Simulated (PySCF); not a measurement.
System: hydrazine, N₂H₄, net charge 0, singlet state. SMILES: NN
Geometry from a B3LYP-D3(BJ)/def2-TZVP (Ansatz) optimisation:
```xyz
6

N     -0.0129     0.7139    -0.0827
N      0.0114    -0.7158    -0.0646
H      0.2269     1.1174     0.8176
H     -0.9512     1.0064    -0.3221
H     -0.2103    -1.0959     0.8505
H      0.9449    -1.0146    -0.3149
```
Charge 0, spin multiplicity 1.

Dispersion corrections to the total energy (kcal/mol) from the dftd3 and dftd4 libraries through PySCF: D3(BJ) without and D4 with the three-body term, each with the damping fitted for the functional named.

| functional | D3(BJ) | D4 |
|---|---|---|
| B2GP-PLYP | [?] | -0.37 |
| CAM-B3LYP | -0.81 | -0.74 |
| TPSSh | -1.36 | -1.17 |
| r2SCAN | [?] | -0.22 |
| B2PLYP | -0.88 | -0.65 |
| revPBE | [?] | -4.17 |
| LC-wPBE | -1.04 | -1.04 |

**Question.** Complete the blanks.

**Answer.** 
- B2GP-PLYP, D3(BJ): -0.56
- r2SCAN, D3(BJ): -0.32
- revPBE, D3(BJ): -3.68
